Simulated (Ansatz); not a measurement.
Input file:

```yaml
crystal:
  periodic: [false, false, false]
  atoms:
    - {symbol: B, position_ang: [0.000000, 0.000000, 0.000000]}
    - {symbol: Cl, position_ang: [0.000000, 0.000000, 1.596400]}
basis:
  gaussian: {orbitals: cc-pVDZ}
total_charge: 1
magnetization: {spin_polarized: true, initial_magnetization: 3}
hamiltonian: {xc: {name: PBE}}
correlation: {method: rpa, electrons: outside_noble_gas}
```

```sh
$ ansatz run in.yaml --threads 1 --pin off --events-out ev --progress --plain --max-ram 2393MiB
```

Task: Roughly how long does this take on 1 thread of Arm Neoverse V2, shared host, and how much host memory?

Result: 2.5 s wall and 0.16 GiB.

```
327 factors; integrals over basis functions are off by at most 1.1e-3 eV
mean field evaluation 1: about -13173.2419 eV, gradient 1.3e1 eV
mean field evaluation 2: about -13173.2392 eV, gradient 1.3e1 eV
mean field evaluation 4: about -13174.4024 eV, gradient 3.1e0 eV
mean field evaluation 8: about -13174.8535 eV, gradient 2.1e0 eV
mean field evaluation 16: about -13174.8950 eV, gradient 1.9e-6 eV
mean field evaluation 32: about -13174.8948 eV, gradient 9.7e-2 eV
mean field evaluation 64: about -13174.4735 eV, gradient 1.2e-4 eV
mean field evaluation 96: about -13174.4735 eV, gradient 6.1e-5 eV
mean field -13174.89499057 eV, -484.1684606388 hartree, gradient 1.1e-6 eV, S^2 3.753733; 9 other end points of the search recorded, 0 dependent functions left out
6 core orbitals not correlated: weight in the atoms' cores, before any rotation towards them, 1.000 or more for the frozen orbitals, at most 0.000 for the correlated occupied ones
reference -13159.79448282 eV, -483.6135272146 hartree; 6, 3 occupied and 20, 23 virtual orbitals, 327 factors
Total energy: -13166.86360754 eV, -483.8733127564 hartree
```
